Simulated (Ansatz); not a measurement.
Geometry optimisation, RKS B3LYP-D4/def2-SVP (Ansatz 0.2.0).

input.yaml

```yaml
crystal:
  periodic: [false, false, false]
  atoms:
    - { symbol: Al, position_ang: [-0.174133, -1.80448, 0.211174] }
    - { symbol: C, position_ang: [0.074981, 1.434171, -0.154066] }
    - { symbol: H, position_ang: [-1.153285, -2.107546, -0.984042] }
    - { symbol: H, position_ang: [-0.5218, -1.818073, 1.74751] }
    - { symbol: H, position_ang: [0.745176, 0.579557, -0.240521] }
    - { symbol: F, position_ang: [1.477565, -1.480403, -0.205881] }
    - { symbol: H, position_ang: [0.492478, 2.138372, 0.583002] }
    - { symbol: H, position_ang: [-0.936425, 1.129978, 0.176712] }
    - { symbol: H, position_ang: [-0.004457, 1.928424, -1.133888] }
basis:
  gaussian: { orbitals: def2-SVP }
hamiltonian:
  xc: b3lyp
  dispersion: d4
relax:
  f_tol: 0.03
  max_steps: 50
```

Run as:

```bash
$ ansatz run input.yaml --threads 2 --pin off --max-ram 3072MiB --backend cpu --events-out ev --progress --plain --runs-dir out
```

Where does it end, and by what steps?

The forces met the threshold. After 6 steps the energy has fallen by 0.099 eV; H3 moved furthest, 0.40 Å.

```tsv
step	energy less start (eV)	largest force component (eV/Å)	accepted
0	0.0000	1.291	yes
1	-0.0121	1.394	yes
2	-0.0751	0.577	yes
3	-0.0912	0.299	yes
4	-0.0976	0.190	yes
5	-0.0991	0.032	yes
6	-0.0993	0.009	yes
```

```xyz
9
Properties=species:S:1:pos:R:3
Al -0.118 -1.543 0.179
C 0.045 1.276 -0.137
H -1.127 -1.712 -1.020
H -0.495 -1.469 1.708
H 0.882 0.572 -0.280
F 1.514 -1.693 -0.184
H 0.337 2.003 0.633
H -0.886 0.786 0.194
H -0.153 1.780 -1.092
```

Whether the end is a true minimum wasn't checked by a vibrational analysis.

The run took 10 s on 2 threads of Arm Neoverse V1 (shared host), peak memory 0.16 GiB.
